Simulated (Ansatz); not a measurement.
**NHCl (quartet): from Hartree-Fock to the top rungs at distance Cl1–H2 along a hydrogen transfer = 1.504 Å, 6-31G**

Aim: climb from Hartree-Fock through coupled cluster and multireference methods for NHCl (quartet) at one geometry and basis, and see what each rung misses.

The runs use Ansatz 0.2.0, Gaussian basis; 6-31G, core rule «outside noble gas», up to 6 orbitals frozen.

To be run: UHF; CCSD(T) on ROHF; CCSD(T) on UHF; BCCD(T) on ROHF; CISD; CCSDT(Q) on ROHF; CCSDT(Q) on UHF; CCSDTQ on ROHF; CCSDTQ on UHF; CASSCF and MRCISD+Q, 5 electrons in 5 orbitals; CASSCF and NEVPT2, 5 electrons in 5 orbitals; CASSCF and MRCISD+Q, 13 electrons in 9 orbitals; CASSCF and NEVPT4(SD), 13 electrons in 9 orbitals; CASSCF and NEVPT2, 13 electrons in 9 orbitals; Full CI.

## Step 1: What is computed

The geometry derives from fragments relaxed apart (PBE0/def2-TZVP) and kept rigid, so it is no stationary point. A hydrogen atom is moved between rigid fragments.

3 atoms, charge 0, spin multiplicity 4.

Atoms are counted from 1 here; the program's logs count them from 0.

Bond lengths: Cl1–H2 1.504 Å, H2–N3 1.130 Å. Angles: Cl1–H2–N3 180.0°.

## Step 2: UHF

Input file in.yaml:

```yaml
crystal:
  periodic: [false, false, false]
  atoms:
    - {symbol: Cl, position_ang: [0.000000, 0.000000, -1.379333]}
    - {symbol: H, position_ang: [0.000000, 0.000000, 0.124667]}
    - {symbol: N, position_ang: [0.000000, 0.000000, 1.254667]}
basis:
  gaussian: {orbitals: 6-31G}
magnetization: {spin_polarized: true, initial_magnetization: 3}
hamiltonian: {xc: hf}
output: {orbitals: {seedname: orbitals}}
```

Command:

```sh
ansatz run in.yaml --threads 1 --pin off --events-out ev --progress --plain --max-ram 2816MiB --backend cpu
```

The runs that follow: CCSD(T) on ROHF; CCSD(T) on UHF; BCCD(T) on ROHF; CISD; CCSDT(Q) on ROHF; CCSDT(Q) on UHF; CCSDTQ on ROHF; CCSDTQ on UHF; CASSCF and MRCISD+Q, 5 electrons in 5 orbitals; CASSCF and NEVPT2, 5 electrons in 5 orbitals; CASSCF and MRCISD+Q, 13 electrons in 9 orbitals; CASSCF and NEVPT4(SD), 13 electrons in 9 orbitals; CASSCF and NEVPT2, 13 electrons in 9 orbitals; Full CI.

Q: Predict the results of all the runs planned. Wanted: FCI below the RHF energy; RMP2 from FCI; UMP2 from FCI; RCCSD from FCI; RCCSD(T) from FCI; UCCSD(T) from FCI; RCCSDT(Q) from FCI; UCCSDT(Q) from FCI; NEVPT2 pair from FCI.

**Answer**, as computed:

```
                         quantity                                                                                                                 value
         FCI below the RHF energy                                                                                                            -3.3496 eV
                    RMP2 from FCI                                                                                                            +613.4 meV
                    UMP2 from FCI                                                                                                            +594.6 meV
                   RCCSD from FCI                                                                                                             +64.4 meV
                RCCSD(T) from FCI                                                                                                             +15.6 meV
                UCCSD(T) from FCI                                                                                                             +13.3 meV
               RCCSDT(Q) from FCI                                                                                                              +0.5 meV
               UCCSDT(Q) from FCI                                                                                                              -1.5 meV
             NEVPT2 pair from FCI                                                                                                            +501.7 meV
           MRCISD+Q pair from FCI                                                                                                             +40.8 meV
          NEVPT2 valence from FCI                                                                                                            +579.1 meV
levels within 1 kcal/mol (43 meV)  RCCSD(T), UCCSD(T), BCCD(T), RCCSDT, UCCSDT, RCCSDT(Q), UCCSDT(Q), RCCSDTQ, UCCSDTQ, MRCISD+Q pair, MRCISD+Q valence
                    T1 diagnostic                                                                                                                 0.034
   effectively unpaired electrons                                                                                                                  3.02
```

**Reading.** RCCSD(T) misses by +15.6 meV, 0.5 % of the correlation energy. One determinant dominates. Of the multireference levels listed MRCISD+Q valence comes nearest in total energy (+30.6 meV), which doesn't show that its space is the better one. These misses are within one basis, not against nature; the frozen cores of restricted and unrestricted runs differ, which can shift their rows.
